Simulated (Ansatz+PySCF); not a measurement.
A calculation with Ansatz (development build ahead of 0.2.0).

```yaml
crystal:
  periodic: [false, false, false]
  atoms:
    - { symbol: H, position_ang: [-2.09634, 0.30926, -0.22085] }
    - { symbol: C, position_ang: [-1.1914, -0.26318, -0.06855] }
    - { symbol: "N", position_ang: [-0.04569, 0.46899, 0.18592] }
    - { symbol: O, position_ang: [1.14081, -0.23566, -0.16467] }
    - { symbol: H, position_ang: [1.65731, -0.19167, 0.64808] }
    - { symbol: H, position_ang: [-1.22881, -1.26684, 0.33104] }
    - { symbol: H, position_ang: [-0.02137, 1.34905, -0.32196] }
basis:
  gaussian: { orbitals: cc-pVTZ }
magnetization:
  initial_magnetization: 1
hamiltonian:
  xc: hf
correlation:
  method: mp2
  frozen_orbitals: { C: 1, H: 0, "N": 1, O: 1 }
output:
  forces: true
```

The input is written out in the form of the current development build from the run's settings. Correlation on restricted open-shell orbitals is semicanonical, with singles.

The run gave:

* Converged: yes
* Reference energy: -169.45189 hartree
* Correlation energy: -0.60867 hartree
* Total energy: -170.06056 hartree
* Spin squared of the determinant: 0.750
* Stability test: minimum among restricted orbitals

Forces (eV/Å):
| atom | Fx | Fy | Fz |
| --- | --- | --- | --- |
| H1 | 0.163 | -0.076 | 0.061 |
| C2 | -0.066 | -0.046 | 0.048 |
| N3 | -0.173 | 0.313 | -0.002 |
| O4 | 0.159 | -0.129 | 0.020 |
| H5 | -0.078 | -0.005 | -0.056 |
| H6 | 0.033 | 0.143 | -0.112 |
| H7 | -0.037 | -0.199 | 0.040 |
